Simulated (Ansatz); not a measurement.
A nudged elastic band was laid between two geometries of BFH2 + F (5 atoms, charge 0, multiplicity 2).

Computed with UKS PBE0-D4/def2-SVP (Ansatz 0.2.0).

```json
{
 "movable images": "2",
 "climbing image": "no",
 "spring": "5.0 eV/Å²",
 "optimiser": "quadratic models (default)",
 "start path": "through a guess of the saddle point",
 "force threshold": "0.05 eV/Å",
 "iteration limit": "60",
 "end points": "relaxed"
}
```

First end point:

```xyz
5
Properties=species:S:1:pos:R:3
B 0.000 0.000 -0.125
F 0.000 0.000 1.193
H 1.070 0.000 -0.686
H -1.070 0.000 -0.686
F 0.000 0.000 3.694
```

Last end point:

```xyz
5
Properties=species:S:1:pos:R:3
B -0.123 0.004 0.040
F -0.775 0.049 1.188
H 1.083 -0.016 0.072
H -0.788 -0.016 -0.970
F 0.603 -0.022 3.061
```

**Question.** What changes between the two ends?

**Answer.** No bond is made or broken.

**Question.** Give the energies along the band, and the barrier.

**Answer.** The run converged. The highest image is number 0 of 0 to 3, 0.0 kcal/mol above the first end and 1.0 kcal/mol above the last; the last end lies 1.0 kcal/mol below the first. The highest image is an end point: on this band no image between the ends rises above it. So few images can step over the top or miss a turn of the path.

```csv
image,path coordinate (Å),energy (kcal/mol)
0,0.00,0.0
1,0.50,-0.2
2,1.01,-0.7
3,1.51,-1.0
```

Run time: 60 s on 1 thread of Arm Neoverse V2 (shared host), peak memory 0.12 GiB.
